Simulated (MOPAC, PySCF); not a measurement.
CHN, SMILES `C#N`, neutral singlet in the gas phase. 

Cartesian coordinates (Å):
```xyz
3

C     -0.0265     0.0005     0.0000
N      1.1195    -0.0228     0.0000
H     -1.0930     0.0222     0.0000
```
Charge 0, multiplicity 1.

All levels are single points at this geometry (B3LYP-D3(BJ)/def2-TZVP); Pople sets use spherical d functions. Orbital energies aren't observables, and empty levels follow the basis.

```tsv
level	HOMO (eV)	LUMO (eV)	gap (eV)	dipole (D)	vertical IE, Delta-SCF (eV)
B3LYP-D3(BJ)/def2-TZVP in PySCF	-10.16	-0.02	10.15	3.03	13.73
PBE-D3(BJ)/def2-TZVP in PySCF	-9.04	-0.86	8.18	2.93	13.81
B3LYP/6-31G* in PySCF	-9.83	0.67	10.50	2.90	13.62
M06-2X/6-31G* in PySCF	-11.58	2.16	13.74	2.93	–
PBE/6-31G* in PySCF	-8.70	-0.28	8.42	2.80	13.69
SVWN5/6-31G* in PySCF	-8.72	-0.49	8.23	2.85	13.93
AM1 in MOPAC	-13.83	1.81	15.64	2.35	–
PM3 in MOPAC	-12.60	1.53	14.12	2.68	–
PM6 in MOPAC	-13.09	1.04	14.13	2.66	–
```
